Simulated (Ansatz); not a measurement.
**Diamond-structure Si**

The numbers are results of G0W0@PBE+SOC (plane waves, hard PAW, contour deformation, complete-basis limit, spin–orbit shift from PBE; Ansatz, a program for electronic structure), not measurements.

Settings: largest k mesh 10×10×10 (not extrapolated in the mesh).

Cell (measured lattice):

Si is taken in the cubic space group Fd-3m, origin choice 1 (No. 227), the diamond structure, Pearson symbol cF8. Conventional cell: a = b = c = 5.430 Å, α = β = γ = 90.00°. Si on 8b sees 4 Si at 2.351 Å (tetrahedral). (Neighbours: up to the widest gap in distance over summed covalent radii, below 1.35, at either atom.)
(The calculation used a cell of 2 atoms; values per cell refer to that cell.)

For diamond-structure Si, the band gap is 1.15 eV.

Measured, for comparison: band gap 1.23 eV (zero-point renormalisation of 0.06 eV added back here (the table's ZPR column); inputs from Chen et al. (2018), doi:10.1103/physrevmaterials.2.073803). Computed (rounded) less measured: band gap -0.08 eV.

Note: spin–orbit coupling enters as the shift of the gap found with a semilocal functional; cell and atoms aren't relaxed at this level.

Computed values are for the static lattice.
